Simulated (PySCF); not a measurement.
Bonds (- single, = double, # triple, : aromatic): C1=C2, C2-N3, N3=C4, C4=O5. C1 carries H6, H7; C2 carries H8. H7 is cis to N3; H6 is trans to N3.

GIAO shifts from PySCF 2.14.0 with density-fitted response routines on PBE0-D3(BJ)/def2-SVP geometries (one conformer, non-relativistic, equivalent nuclei averaged), against TMS at the same level and in the same medium; PCM means IEF-PCM chloroform.

Measured (solution, not stated per compound (mostly CDCl3 or CCl4); Pretsch, Buehlmann, Badertscher, Structure Determination of Organic Compounds, 4th ed. (2009)): H8 6.12, H6 4.77, H7 5.01 ppm.

Question: Which unscaled values do PBE0/pcSseg-1, PCM; WP04/pcSseg-1, PCM; wB97X-D/pcSseg-1, PCM give, and how close are they?

Answer: 
```tsv
atoms	measured	PBE0/pcSseg-1, PCM	WP04/pcSseg-1, PCM	wB97X-D/pcSseg-1, PCM
H8	6.12	5.69	5.42	5.70
H6	4.77	5.62	5.45	5.61
H7	5.01	5.59	5.38	5.60
```

Mean absolute error for 1H: PBE0/pcSseg-1, PCM 0.62, WP04/pcSseg-1, PCM 0.58, wB97X-D/pcSseg-1, PCM 0.62 ppm.
